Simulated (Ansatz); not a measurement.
CH₃AlO at its PBE0-D4/def2-TZVP geometry, where that method's forces vanish. Total charge 0; spin multiplicity 1. The bonds changed during the relaxation, so this is another structure than the one it started from.

```
atom   x (Å)   y (Å)   z (Å)
  O1   1.160  -0.437  -0.180
  C2   0.657  -0.007   0.881
 Al3  -0.686   0.107  -0.511
  H4   1.305  -0.008   1.775
  H5  -0.778   1.470  -1.301
  H6  -1.658  -1.126  -0.664
```

Problem. For each bond, give half the difference of the two atoms' forces along it (eV/Å; positive pushes the atoms apart) under PBE-D4, r2SCAN-D4, B3LYP-D4, ωB97M-V in def2-TZVPP. (Estimate.)

Solution. The calculation gave: 
```
  bond  length (Å)  PBE-D4  r2SCAN-D4  B3LYP-D4  ωB97M-V
 O1–C2       1.251    0.91       0.45      0.31     0.26
O1–Al3       1.953    0.48       0.13      0.17     0.09
C2–Al3       1.939    0.20       0.06      0.23     0.23
 C2–H4       1.104    0.02      -0.05     -0.17    -0.21
Al3–H5       1.578   -0.01      -0.03     -0.10    -0.13
Al3–H6       1.578   -0.01      -0.03     -0.10    -0.13
```

B3LYP here is the variant with VWN-RPA as its local correlation; programs differ in this.

Computed with Ansatz.
